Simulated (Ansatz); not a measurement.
# AlSiH (triplet): from Hartree-Fock to the top rungs, def2-QZVPP

One table from this session's results is given with a row withheld; the runs are named, their logs left out.

Method: def2-QZVPP, core rule «outside noble gas», up to 10 orbitals frozen; program: Ansatz 0.2.0, Gaussian basis.

To be run: UHF; ROHF; CCSD(T) on UHF.

2 further runs of the same task are left out: 2 set aside as unsound or not needed.

**The system**

The geometry is a PBE0/def2-TZVP stationary point (not a proven minimum).

3 atoms, charge 0, spin multiplicity 3.

Atoms are counted from 1 here; the program's logs count them from 0.

Bond lengths: Si1–Al2 2.333 Å, Al2–H3 1.599 Å. Angles: Si1–Al2–H3 180.0°.

Set-up of the first run:

Contents of in.yaml:

```yaml
crystal:
  periodic: [false, false, false]
  atoms:
    - {symbol: Si, position_ang: [0.000000, 0.000000, 2.088600]}
    - {symbol: Al, position_ang: [0.000000, 0.000000, -0.244867]}
    - {symbol: H, position_ang: [0.000000, 0.000000, -1.843733]}
basis:
  gaussian: {orbitals: "def2-QZVPP.json"}
magnetization: {spin_polarized: true, initial_magnetization: 2}
hamiltonian: {xc: hf}
output: {orbitals: {seedname: orbitals}}
```

The run is started by

```console
> ansatz run in.yaml --threads 1 --pin off --events-out ev --progress --plain --max-ram 2393MiB
```

Steps of the session up to this table: UHF; ROHF; CCSD(T) on UHF.

One table of the session follows, with a row left open; its other results are not shown here.

| method | from UCCSD(T) (meV) |
| --- | --- |
| ROHF | +5287.7 |
| UHF | +5158.3 |
| UMP2 | +1026.5 |
| UCCSD | ? |
| UCCSD(T) | 0 |

**Question.** Estimate the row for UCCSD.

As computed: from UCCSD(T) (meV): +274.0. In the column «from UCCSD(T) (meV)» it lies between UCCSD(T) (0) and UMP2 (+1026.5).
